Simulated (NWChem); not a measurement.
Program: NWChem. System: Cl (-1), charge -1, spin multiplicity 1. Level: MP2/def2-TZVPD, 5 core orbitals frozen.

Job file:

```
start mol
memory heap 200 mb stack 900 mb global 1100 mb
charge -1
geometry units angstroms nocenter noautoz
  Cl     0.000000     0.000000     0.000000
  symmetry group D2h
end
basis spherical
  * library def2-tzvpd
end
scf
  rhf
  nopen 0
  maxiter 100
  thresh 1e-7
  semidirect memsize 60000000 filesize 0
end
mp2
  freeze core 5
end
task mp2 energy
```

Part of the output:

```
             Northwest Computational Chemistry Package (NWChem) 7.3.0
             --------------------------------------------------------

                                NWChem Input Module
                                -------------------

 Scaling coordinates for geometry "geometry" by  1.889725989
 (inverse scale =  0.529177249)

                             Geometry "geometry" -> ""
                             -------------------------

 Output coordinates in angstroms (scale by  1.889725989 to convert to a.u.)

  No.       Tag          Charge          X              Y              Z
 ---- ---------------- ---------- -------------- -------------- --------------
    1 Cl                  17.0000     0.00000000     0.00000000     0.00000000

 Effective nuclear repulsion energy (a.u.)       0.0000000000

            Nuclear Dipole moment (a.u.)
            ----------------------------
        X                 Y               Z
 ---------------- ---------------- ----------------
     0.0000000000     0.0000000000     0.0000000000

      Symmetry information
      --------------------

 Group name             D2h
 Group number             26
 Group order               8
 No. of unique centers     1

      Symmetry unique atoms

     1


 Summary of "ao basis" -> "" (spherical)
 ------------------------------------------------------------------------------
       Tag                 Description            Shells   Functions and Types
 ---------------- ------------------------------  ------  ---------------------
 *                         def2-tzvpd                 on all atoms

 Summary of "ao basis" -> "ao basis" (spherical)
 ------------------------------------------------------------------------------
       Tag                 Description            Shells   Functions and Types
 ---------------- ------------------------------  ------  ---------------------
 Cl                        def2-tzvpd               16       46   6s6p3d1f

                                 NWChem SCF Module
                                 -----------------

  ao basis        = "ao basis"
  functions       =    46
  atoms           =     1
  closed shells   =     9
  open shells     =     0
  charge          =  -1.00
  wavefunction    = RHF
  use symmetry    = T
  symmetry adapt  = T

 Summary of "ao basis" -> "ao basis" (spherical)
 ------------------------------------------------------------------------------
       Tag                 Description            Shells   Functions and Types
 ---------------- ------------------------------  ------  ---------------------
 Cl                        def2-tzvpd               16       46   6s6p3d1f

      Symmetry analysis of basis
      --------------------------

        ag         12
        au          1
        b1g         3
        b1u         8
        b2g         3
        b2u         8
        b3g         3
        b3u         8

 Forming initial guess at       0.1s

      Superposition of Atomic Density Guess
      -------------------------------------

 Sum of atomic energies:        -459.47790688

 Renormalizing density from      17.00 to     18

      Non-variational initial energy
      ------------------------------

 Total energy =    -475.352630
 1-e energy   =    -672.195747
 2-e energy   =     196.843117
 HOMO         =       0.092837
 LUMO         =       0.281604

      Symmetry analysis of molecular orbitals - initial
      -------------------------------------------------

 !! scf_movecs_sym_adapt:   40 vectors were symmetry contaminated
[...]
    18      0.500264  1 Cl pz                21      0.392346  1 Cl pz
    15      0.240927  1 Cl pz                 9     -0.189061  1 Cl pz

 Vector    9  Occ=2.000000D+00  E=-1.502948D-01  Symmetry=b2u
              MO Center= -2.3D-35, -2.7D-16, -4.9D-35, r^2= 1.4D+00
   Bfn.  Coefficient  Atom+Function         Bfn.  Coefficient  Atom+Function
  ----- ------------  ---------------      ----- ------------  ---------------
    17      0.500264  1 Cl py                20      0.392346  1 Cl py
    14      0.240927  1 Cl py                 8     -0.189061  1 Cl py

 Vector   10  Occ=0.000000D+00  E= 2.638486D-01  Symmetry=b2u
              MO Center=  6.2D-45, -1.8D-17, -4.5D-46, r^2= 1.2D+01
   Bfn.  Coefficient  Atom+Function         Bfn.  Coefficient  Atom+Function
  ----- ------------  ---------------      ----- ------------  ---------------
    23      1.230274  1 Cl py                20     -0.592796  1 Cl py

 Vector   11  Occ=0.000000D+00  E= 2.638486D-01  Symmetry=b3u
              MO Center=  4.2D-18, -1.4D-45,  2.5D-46, r^2= 1.2D+01
   Bfn.  Coefficient  Atom+Function         Bfn.  Coefficient  Atom+Function
  ----- ------------  ---------------      ----- ------------  ---------------
    22      1.230274  1 Cl px                19     -0.592796  1 Cl px

 Vector   12  Occ=0.000000D+00  E= 2.638486D-01  Symmetry=b1u
              MO Center= -1.1D-45, -4.3D-46, -1.8D-17, r^2= 1.2D+01
   Bfn.  Coefficient  Atom+Function         Bfn.  Coefficient  Atom+Function
  ----- ------------  ---------------      ----- ------------  ---------------
    24      1.230274  1 Cl pz                21     -0.592796  1 Cl pz

 center of mass
 --------------
 x =   0.00000000 y =   0.00000000 z =   0.00000000

 moments of inertia (a.u.)
 ------------------
           0.000000000000           0.000000000000           0.000000000000
           0.000000000000           0.000000000000           0.000000000000
           0.000000000000           0.000000000000           0.000000000000

  Mulliken analysis of the total density
  --------------------------------------

    Atom       Charge   Shell Charges
 -----------   ------   -------------------------------------------------------
    1 Cl  17    18.00   2.01  0.45  1.52  1.06  0.90  0.07  4.18  1.69  1.08  2.77  2.03  0.24  0.00  0.00  0.00  0.00

       Multipole analysis of the density wrt the origin
       ------------------------------------------------

     L   x y z        total         open         nuclear
     -   - - -        -----         ----         -------
     0   0 0 0     -1.000000      0.000000     17.000000

     1   1 0 0     -0.000000      0.000000      0.000000
     1   0 1 0     -0.000000      0.000000      0.000000
     1   0 0 1     -0.000000      0.000000      0.000000

     2   2 0 0    -12.856277      0.000000      0.000000
     2   1 1 0     -0.000000      0.000000      0.000000
     2   1 0 1      0.000000      0.000000      0.000000
     2   0 2 0    -12.856277      0.000000      0.000000
     2   0 1 1     -0.000000      0.000000      0.000000
     2   0 0 2    -12.856277      0.000000      0.000000

                   NWChem MP2 Semi-direct Energy/Gradient Module
                   ---------------------------------------------

  Basis functions       =     46
  Molecular orbitals    =     46
  Frozen core           =      5
  Frozen virtuals       =      0
  Active alpha occupied =      4
  Active beta occupied  =      4
  Active alpha virtual  =     37
  Active beta virtual   =     37
  Use MO symmetry       = T
  Use skeleton AO sym   = T

  AO/Fock/Back tols     =   1.0D-09  1.0D-09  1.0D-09

 GA uses MA = F    GA memory limited = T

 Available:
  local mem=  1.26D+08
 global mem=  1.44D+08
 local disk=  0.00D+00
  mp2_memr nvloc                    37
  nvloc new                    37
   1 passes of   4:        3145728                      11713                    547641.
   1 passes of   4: M    126153345           G      144174968           F     123007617.

 Semi-direct pass number   1 of   1  for RHF alpha+beta  at        0.4s
  vrange nnbf                  1081
  mp2_eaftype                    10  avail_ma_in_mb                  1099
 EAF : mp2_eaftype filesize          10     273821.
  mp2_eaf for mointskh                     10
Node 0 wrote      1.3 Mb in      0.0 s     Agg I/O rate:  1112.2 Mb/s
 Done moints_semi at        0.8s
  mp2_eaftype                    10  avail_ma_in_mb                  1089
 EAF : mp2_eaftype filesize          10     273821.
  mp2_eaf for kh                    10
 Done maket at        0.8s
 Done multipass loop at        0.8s

          -------------------------------------------
          SCF energy                -459.564711448827
          Correlation energy          -0.200544836344
          Singlet pairs               -0.124299280822
          Triplet pairs               -0.076245555522
          Total MP2 energy          -459.765256285171
          -------------------------------------------

          ---------------------------------------------------
                    Spin Component Scaled (SCS) MP2
          Same spin pairs                     -0.050830370348
          Same spin scaling factor             0.333333333333
          Opposite spin pairs                 -0.149714465996
          Opposite spin scaling fact.          1.200000000000
          SCS-MP2 correlation energy          -0.196600815978
          Total SCS-MP2 energy              -459.761312264806
          ---------------------------------------------------

 -----------------------
 Performance information
 -----------------------

 Timer overhead =  1.37D-07 seconds/call

               Nr. of calls         CPU time (s)                 Wall time (s)                GFlops
             ---------------    -------------------     ------------------------------   -------------------
Name         Min   Avg   Max    Min     Avg     Max     Min     Avg     Max   Mx/calls   Min     Max     Sum
mp2: moin     1     1     1   0.41    0.41    0.41     0.41    0.41    0.41    0.41      0.0     0.0     0.0
mp2: make     1     1     1   1.32E-2 1.32E-2 1.32E-2  1.32E-2 1.32E-2 1.32E-2 1.32E-2   0.0     0.0     0.0
mp2: tota     1     1     1   0.47    0.47    0.47     0.47    0.47    0.47    0.47      0.0     0.0     0.0

 The average no. of pstat calls per process was 3.00D+00
 with a timing overhead of 4.10D-07s

 Task  times  cpu:        0.8s     wall:        0.8s

 Total times  cpu:        0.8s     wall:        0.8s
```
